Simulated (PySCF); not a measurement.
Atom-mapped SMILES (the numbers label the heavy atoms): `[N:1]#[C:2][CH:3]([F:4])[F:5]`; H(Xn) means a hydrogen on atom n.

Geometry: PBE0-D3(BJ)/def2-SVP; GIAO shifts from PySCF 2.14, gas phase, non-relativistic, averaged over equivalent atoms.

At PBE0/6-31G (47 basis functions, 2.9 s wall time on 1 thread of an Intel Xeon Platinum 8375C, shared host):
| atoms | δ (ppm) |
| --- | --- |
| N1 | 280.4 |
| C2 | 112.4 |
| C3 | 100.7 |
| F4/F5 | -140.1 |
| H(C3) | 6.39 |

Chemical shifts δ = σref − σ; $^{15}$N (σref 260.69) vs NH3; $^{13}$C (σref 199.54), $^{1}$H (σref 32.61) vs TMS; $^{19}$F (σref 177.36) against CFCl3, all at this level.

Q: Estimate the result of repeating the calculation with PBE0/def2-TZVP.

A: 
```csv
atoms,δ at PBE0/def2-TZVP,change
N1,311.2,+30.8
C2,116.9,+4.5
C3,104.1,+3.4
F4/F5,-127.5,+12.6
H(C3),5.98,-0.41
```

Shifts are taken against calculated references (same method and geometry level): $^{15}$N (σref 265.93) vs NH3; $^{13}$C (σref 186.65), $^{1}$H (σref 31.48) against TMS; $^{19}$F (σref 178.85) against CFCl3.

The largest change is at N1 (nitrile nitrogen). Cost: 161 basis functions, 9.3 s wall time on 1 thread of an Intel Xeon Platinum 8375C, shared host.

Unscaled 19F shifts against computed CFCl3 carry errors that often reach 10 to 50 ppm. Experimental scales use liquid or dissolved standards, which lie at an offset from isolated NH3 (liquid NH3: subtract about 20 ppm). Unscaled 15N shifts of sp2 nitrogen come out 20 to 40 ppm too high even then.
